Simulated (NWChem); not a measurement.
# dlDF/x2c-SVPall-2c (sfX2C) run of AlHO2 (SMILES [O]=[Al][OH])

What is the energy change on altering one bond length of AlHO2 at dlDF/x2c-SVPall-2c (sfX2C)? 

The calculation is run with NWChem 7.3.0.

3 further runs of the same task are left out: 1 that didn't finish, 2 set aside as unsound or not needed.

## Step 1: The molecule

AlHO2: 4 atoms, total charge 0, spin state singlet. As SMILES, `[O]=[Al][OH]`. Geometry: a GFN2-xTB relaxation, a rough one for these elements and not checked as a minimum.

Bond lengths: O1–Al2 1.572 Å, Al2–O3 1.628 Å, O3–H4 0.949 Å. Angles: O1–Al2–O3 180.0°, Al2–O3–H4 179.6°.

## Step 2: A single-point energy at dlDF/x2c-SVPall-2c (sfX2C)

The input, calc.nw:

```
start calc
memory total 2200 mb
geometry units angstrom noautosym nocenter noautoz
  O       -1.605830      -1.403740      -0.651200
  Al      -0.474020      -0.415070      -0.191330
  O        0.698750       0.609040       0.285100
  H        1.381100       1.209770       0.557430
end
basis spherical bse
  * library x2c-SVPall-2c
end
relativistic
  x2c on
end
dft
  xc dldf
  grid coarse
  mulliken
  print medium
end
task dft
```

Run with:

```sh
$ nwchem calc.nw > calc.out
```

Log:

```text
[...]
          Wavefunction type:  closed shell.
          No. of atoms     :     4
          No. of electrons :    30
[...]
          Charge           :     0
          Spin multiplicity:     1
[...]
          AO basis - number of functions:    54
[...]
              XC Information
              --------------
                         dlDF Method XC Functional
                     Hartree-Fock (Exact) Exchange  0.614
                          dlDF Exchange Functional  0.386
                        dlDF Correlation Potential  1.000
[...]
 d= 0,ls=0.0,diis     1   -395.2967715123 -4.83D+02  3.59D-02  1.37D+00     0.6
[...]
 d= 0,ls=0.0,diis    10   -395.4654810863 -2.20D-07  3.82D-06  3.93D-08     3.2
         Total DFT energy =     -395.465481086278
      One electron energy =     -721.060958658366
           Coulomb energy =      276.161163501716
    Exchange-Corr. energy =      -38.118043216041
 Nuclear repulsion energy =       87.552357286413
[...]
      Total Density - Mulliken Population Analysis
     ---------------------------------------------
    Atom       Charge   Shell Charges
 -----------   ------   -------------------------------------------------------
    1 O    8     8.60   1.99  1.11  0.72  2.76  2.02  0.01
    2 Al  13    12.10   2.00  1.99  0.72 -0.03  0.05  5.89  0.70  0.41  0.37
    3 O    8     8.48   1.99  1.03  0.65  2.95  1.86  0.00
    4 H    1     0.82   0.69  0.06  0.07
[...]
```

Run time: 4.2 s. Hardware: 1 thread of AMD EPYC 7R43 (Zen 3), shared host; peak memory 0.11 GiB.

## Step 3: The distorted shape

The input, alho2.nw:

```
start alho2
title "AlHO2 energy"
memory 2200 mb
geometry units angstroms noautosym nocenter noautoz
  O     -1.492649    -1.304873    -0.605213
  Al    -0.474020    -0.415070    -0.191330
  O      0.698750     0.609040     0.285100
  H      1.381100     1.209770     0.557430
end
basis spherical bse
  O library x2c-SVPall-2c
  Al library x2c-SVPall-2c
  H library x2c-SVPall-2c
end
relativistic
  x2c on
end
dft
  xc dldf
  grid coarse
  mulliken
  noprint "final vectors analysis"
end
task dft energy
```

Run with:

```sh
$ nwchem alho2.nw > alho2.out
```

Log:

```text
[...]
          Wavefunction type:  closed shell.
          No. of atoms     :     4
          No. of electrons :    30
[...]
          Charge           :     0
          Spin multiplicity:     1
[...]
          AO basis - number of functions:    54
[...]
              XC Information
              --------------
                         dlDF Method XC Functional
                     Hartree-Fock (Exact) Exchange  0.614
                          dlDF Exchange Functional  0.386
                        dlDF Correlation Potential  1.000
[...]
 d= 0,ls=0.0,diis     1   -395.2595835234 -4.87D+02  3.24D-02  1.44D+00     0.6
[...]
 d= 0,ls=0.0,diis    10   -395.4258908436 -7.65D-08  2.00D-06  1.20D-08     3.7
         Total DFT energy =     -395.425890843629
      One electron energy =     -730.138198976652
           Coulomb energy =      280.912272780658
    Exchange-Corr. energy =      -38.230068524428
 Nuclear repulsion energy =       92.030103876793
[...]
      Total Density - Mulliken Population Analysis
     ---------------------------------------------
    Atom       Charge   Shell Charges
 -----------   ------   -------------------------------------------------------
    1 O    8     8.54   1.99  1.09  0.66  2.85  1.94  0.01
    2 Al  13    12.15   2.00  1.99  0.69 -0.04  0.04  5.90  0.75  0.40  0.42
    3 O    8     8.49   1.99  1.03  0.65  2.95  1.86  0.00
    4 H    1     0.82   0.69  0.06  0.07
[...]
```

Run time: 4.5 s. Hardware: 1 thread of AMD EPYC 7R43 (Zen 3), shared host; peak memory 0.1 GiB.

## Step 4: Outcome

Level: dlDF/x2c-SVPall-2c (sfX2C).

```
                                                          quantity          value
                                         first shape: total energy  -395.46548 Eh
                                        first shape: dipole moment         5.83 D
                                          first shape: HOMO energy       -9.29 eV
                                          first shape: LUMO energy       -1.11 eV
                                        first shape: HOMO–LUMO gap        8.18 eV
                                     distorted shape: total energy  -395.42589 Eh
                                    distorted shape: dipole moment         5.39 D
energy change with the O1–Al2 bond shortened from 1.572 to 1.414 Å       1.077 eV
```

What this shows: With the O1–Al2 bond shortened from 1.572 to 1.414 Å the energy rises by 1.08 eV (25 kcal/mol). The first shape isn't relaxed at this level, so the change isn't measured from a minimum. Mulliken charges (distorted shape) run from -0.54 on O1 to +0.85 on Al2.
